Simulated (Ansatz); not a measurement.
Basis-set extrapolation for `C=NC(C)=S` (PBE0-D4/def2-TZVP geometry, frozen core, Ansatz). Multiplicity 1, RHF reference.

```tsv
	def2-TZVPP	def2-QZVPP
HF	-568.531821	-568.550803
MP2 correlation	-0.858914	-0.918991
CCSD(T) correlation	-0.940780	not run
```

Energies in hartree. Use E(X) = E(∞) + A·exp(−7.88·√X) for Hartree–Fock and E(X) = E(∞) + B·X^(−2.97) for correlation, with X = 3 and 4, and add CCSD(T) minus MP2 of the smaller set to the MP2 limit.

Q: What is the CCSD(T) energy at the basis-set limit?

A: HF limit: -568.550803 + (-0.018982) × 0.13774 = -568.55342. MP2 limit: -0.918991 + (-0.060077) × 0.74074 = -0.96349. Higher-order term: -0.940780 − (-0.858914) = -0.08187. Total: -569.59878 hartree, 331.3 kJ/mol below CCSD(T)/def2-TZVPP.
